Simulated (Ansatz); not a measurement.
Relaxation of CH4O2 (7 atoms, charge 0, multiplicity 1), to a largest force component of 0.015 eV/Å in at most 40 steps.

Method: Ansatz 0.2.0, RKS BLYP/cc-pVDZ.

```xyz
7
Properties=species:S:1:pos:R:3:forces:R:3
O -1.122 -0.530 -0.094 -2.01 0.18 -0.94
C -0.066 0.255 0.343 0.28 0.05 -0.41
O 1.055 -0.550 0.288 2.29 -0.45 0.87
H -1.085 -0.440 -1.078 -0.32 -0.35 0.39
H 0.076 1.151 -0.280 -0.10 0.65 -0.21
H -0.241 0.570 1.380 -0.07 -0.14 0.44
H 1.445 -0.525 -0.605 -0.06 0.07 -0.14
```

**Question.** Where does it end, and by what steps?

**Answer.** It converged. After 5 steps the energy has fallen by 0.249 eV; O3 moved furthest, 0.12 Å.

```json
{"step": "0", "energy less start (eV)": "0.0000", "largest force component (eV/Å)": "2.289", "accepted": "yes"}
{"step": "1", "energy less start (eV)": "-0.2203", "largest force component (eV/Å)": "0.585", "accepted": "yes"}
{"step": "2", "energy less start (eV)": "-0.2449", "largest force component (eV/Å)": "0.152", "accepted": "yes"}
{"step": "3", "energy less start (eV)": "-0.2474", "largest force component (eV/Å)": "0.130", "accepted": "yes"}
{"step": "4", "energy less start (eV)": "-0.2486", "largest force component (eV/Å)": "0.027", "accepted": "yes"}
{"step": "5", "energy less start (eV)": "-0.2486", "largest force component (eV/Å)": "0.004", "accepted": "yes"}
```

```xyz
7
Properties=species:S:1:pos:R:3
O -1.198 -0.454 -0.119
C -0.048 0.261 0.322
O 1.155 -0.501 0.325
H -1.147 -0.521 -1.096
H 0.081 1.209 -0.260
H -0.244 0.506 1.384
H 1.463 -0.569 -0.603
```

Whether the end is a true minimum wasn't checked by a vibrational analysis.

Run time: 16 s on 1 thread of Intel(R) Xeon(R) Processor @ 2.50GHz (Skylake/Cascade Lake), on a shared host, peak memory 0.12 GiB.
